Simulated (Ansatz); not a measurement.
`B[SiH2]F` + NH₃ → `N[SiH2]F` + BH₃ at 700 K and 1 bar (cleavage of the Si–B bond).

Isolated molecules relaxed with PBE0-D4/def2-TZVP in Ansatz; ΔE leaves out vibrations. CBS: MP2 limit from def2 TZ/QZ plus the TZ coupled-cluster correction, frozen cores. This one scheme is used for every species. Each species was taken in one conformer, which may not be the lowest.

```tsv
species	CCSD(T)/CBS energy (Eh)	H − E (kJ/mol)	S (J/(mol·K))
`B[SiH2]F`	-416.08532	158.0	371.0
NH₃	-56.50880	116.9	226.5
`N[SiH2]F`	-446.07709	173.7	359.9
BH₃	-26.55200	96.5	225.0
```

H − E and S are ideal-gas, rigid-rotor, harmonic terms from PBE0-D4/def2-TZVP, for one conformer and one mirror image of each species. 1 Eh = 2625.50 kJ/mol, R = 8.31446 J/(mol·K).

Question: By hand: ΔE, ΔH, ΔS and ΔG.

Answer: ΔE = (-446.07709) + (-26.55200) − (-416.08532) − (-56.50880) = -0.03497 Eh = -91.8 kJ/mol. Δ(H − E) = 173.7 + 96.5 − 158.0 − 116.9 = -4.7, so ΔH = -96.5 kJ/mol. ΔS = 359.9 + 225.0 − 371.0 − 226.5 = -12.6 J/(mol·K). ΔG = -96.5 − 700 × (-12.6)/1000 = -87.7 kJ/mol.

Question: By hand: the equilibrium constant, and the temperature at which ΔG would vanish if ΔH and ΔS stayed fixed.

Answer: log₁₀ K = −ΔG/(RT ln 10) = 6.5. ΔG = 0 at ΔH/ΔS = 7659 K, far beyond where these terms or the molecules hold.

The number of gas molecules stays the same, so ΔS is small and ΔH decides. A doubt of 5 kJ/mol in ΔE shifts log₁₀ K by 0.4 here. Other conformers and mirror images would add mixing entropy, several J/(mol·K) or more a flexible species. These are equilibria of isolated gas molecules and say nothing of rates. Largest T1 diagnostic: 0.012 (customary marks: 0.02 for closed shells, 0.045 for open ones).
